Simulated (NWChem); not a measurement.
## BF3 in NWChem

```xyz
4

B      0.0000     0.0000     0.0000
F      0.0000     0.0000     1.3232
F      1.1460     0.0000    -0.6616
F     -1.1460     0.0000    -0.6616
```
Charge 0, spin multiplicity 1.

Program: NWChem. All single points use one geometry, from PBE/def2-SVP, a minimum by its harmonic frequencies.

Symmetry labels belong to the abelian group C2v used in the runs, with the axes of the coordinates shown; states degenerate in a higher group split over its labels.

The structure started from a generated list of species.

Question: List the lowest 6 singlet excitations that TD-PBE/def2-SVP gives, with oscillator strengths.

Answer: 
```json
[
 {"state": "1", "symmetry": "a2", "energy (eV)": "9.50", "wavelength (nm)": "130", "f": "0.000"},
 {"state": "2", "symmetry": "b1", "energy (eV)": "10.38", "wavelength (nm)": "119", "f": "0.000"},
 {"state": "3", "symmetry": "a2", "energy (eV)": "10.61", "wavelength (nm)": "117", "f": "0.000"},
 {"state": "4", "symmetry": "b2", "energy (eV)": "10.61", "wavelength (nm)": "117", "f": "0.000"},
 {"state": "5", "symmetry": "b2", "energy (eV)": "11.28", "wavelength (nm)": "110", "f": "0.000"},
 {"state": "6", "symmetry": "a2", "energy (eV)": "11.28", "wavelength (nm)": "110", "f": "0.000"}
]
```
